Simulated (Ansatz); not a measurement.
# COSi: the cost of one run

Method: def2-QZVPP, core rule «outside noble gas», up to 7 orbitals frozen; program: Ansatz 0.2.0, Gaussian basis.

To be run: UHF; ROHF; CCSD(T) on UHF.

2 further runs of the same task are left out: 2 set aside as unsound or not needed.

## (1) The geometry

The geometry is a PBE0/def2-TZVP stationary point (not a proven minimum) of the parent state, kept for this charge and spin.

3 atoms, charge 1, spin multiplicity 4.

Atoms are counted from 1 here; the program's logs count them from 0.

Bond lengths: O1–C2 1.153 Å, C2–Si3 1.807 Å. Angles: O1–C2–Si3 180.0°.

## (2) UHF

Input file in.yaml:

```yaml
crystal:
  periodic: [false, false, false]
  atoms:
    - {symbol: O, position_ang: [0.000000, 0.000000, -1.370973]}
    - {symbol: C, position_ang: [0.000000, 0.000000, -0.218248]}
    - {symbol: Si, position_ang: [0.000000, 0.000000, 1.589221]}
basis:
  gaussian: {orbitals: "def2-QZVPP.json"}
total_charge: 1
magnetization: {spin_polarized: true, initial_magnetization: 3}
hamiltonian: {xc: hf}
output: {orbitals: {seedname: orbitals}}
```

Run with:

```console
$ ansatz run in.yaml --threads 1 --pin off --events-out ev --progress --plain --max-ram 2393MiB
```

**Question.** How long does this run take on 1 thread of Intel Xeon Platinum 8259CL at 2.50GHz, shared host, and how much memory does it need?

About 21 s, with a peak of 0.41 GiB.
